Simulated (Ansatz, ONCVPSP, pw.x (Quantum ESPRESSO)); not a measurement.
**Ni: does the ONCV potential hold in the solid?**

* Element: nickel
* Generator: ONCVPSP 4.0.1.1 (patched build)
* Type: optimised norm-conserving Vanderbilt (ONCV)
* Functional: PBE
* Relativity: scalar-relativistic
* Frozen core: [Ar]
* Valence charge: 10
* Reference configuration: 3d8 4s2
* Partial waves: 4s: rc 2.40 bohr, ncon 3, nbas 6, qcut 2.9 1/bohr, 2 projectors, debl 3.8 Ha; p scattering state at 0.03 Ha: rc 1.95 bohr, ncon 4, nbas 9, qcut 4 1/bohr, 2 projectors, debl 2.4 Ha; 3d: rc 1.70 bohr, ncon 4, nbas 8, qcut 9.9 1/bohr, 1 projector
* Local potential: polynomial inside 1.60 bohr (lpopt 5, dvloc0 1 Ha)
* Core correction: Teter function, fcfact 2.75, rcfact 1.1

Atomic tests: cutoffs needed: 37 Ha and 42 Ha (the cutoffs (Ha) at which the residual kinetic energy of the hardest occupied pseudo-wave falls to 1 and 0.1 mHa per electron); ghost test: no bound ghost flagged; GHOST(+) flagged for s at 112.4 eV; largest excitation error: -106 meV (all-electron minus pseudo) for 3d7 4s0, out of 4 test configurations.

Crystal test: fcc Ni in pw.x 7.5, no spin, 16³ k-points, Fermi–Dirac smearing 0.01 Ry, cutoffs 100/400 Ry. The reference is all-electron LAPW (Ansatz 0.2.0) with the same functional, mesh and smearing; V0 and B0 come from Birch–Murnaghan fits to the pressures at five volumes. Errors are pseudo minus all-electron; Δ is the rms difference of the E(V) curves that follow from these fits, minima aligned, over ±6 % about the mean V0. Mesh and smearing are coarse, so the numbers serve the comparison and aren't converged zero-temperature values; the lattice is a test structure that the element need not adopt. Spin polarisation and strong correlation are left out, which matters for this element.

All-electron: a0 = 3.517 Å (V0 = 10.88 Å³/atom), B0 = 198.9 GPa.

Task: How far does the potential miss the all-electron equation of state?

Result: mean pressure error (GPa): +3.02; a0 (Å): 3.535; a0 error (%): +0.49; B0 error (%): -0.7; Δ (meV/atom): 7.1. This is a poor potential for the solid.

```
V (Å³/atom)  P all-electron (GPa)  P pseudo (GPa)
     10.360                 10.94           14.65
     10.632                  4.80            8.11
     10.905                 -0.50            2.51
     11.178                 -5.07           -2.38
     11.450                 -9.00           -6.60
```

Task: At the middle volume, how do free energy and pressure move when the wave cutoff is lowered (ecutrho kept at four times it)?

Result:

```
cutoff (Ry)  shift of F (meV/atom)  shift of P (GPa)
         45               +33849.0          -1834.68
         60                +3818.7           -377.55
         80                  +59.6            -12.11
```

The run at the middle volume (145 k-points, 7 iterations) took about 20 s on one core of a shared host (Neoverse-V2, 96 threads, 742 GiB, load 72).
